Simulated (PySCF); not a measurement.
Q: Give a GFN2-xTB geometry of InChI=1S/C5H11N/c1-5(2,3)4-6/h4,6H,1-3H3/b6-4-.

A: 
```xyz
17
C5H11N angstrom
C      0.6663   -0.3215   -1.2614
C     -0.0870    0.0060    0.0278
C     -0.9249   -1.2014    0.4646
C     -1.0020    1.2158   -0.1956
C      0.8552    0.3457    1.1628
N      2.1056    0.3890    1.1881
H     -0.0396   -0.5586   -2.0539
H      1.2658    0.5280   -1.5851
H      1.3187   -1.1821   -1.1209
H     -1.4713   -0.9808    1.3791
H     -0.2861   -2.0635    0.6460
H     -1.6421   -1.4601   -0.3116
H     -0.4186    2.0864   -0.4889
H     -1.7227    1.0017   -0.9820
H     -1.5478    1.4580    0.7136
H      0.3549    0.5896    2.0980
H      2.5685    0.1597    0.3095
```

Orientation and origin are arbitrary. Atoms count from 1 in this order. N6 (imine nitrogen) is bent (angle 115.4°). Of the pairs four or more bonds apart, C1···H17 is among the closest relative to their van der Waals radii: 2.51 Å, 87 % of the sum of Bondi's values.

Bonds between heavy atoms (Å): C1–C2 1.529, C2–C3 1.533, C2–C4 1.533, C2–C5 1.514, C5=N6 1.251.

Computed geometry: GFN2-xTB, gas phase.

Point group: Cs (every atom within 0.08 Å of its image). No GFN2-xTB frequencies stand behind this structure, so it isn't proved a minimum.
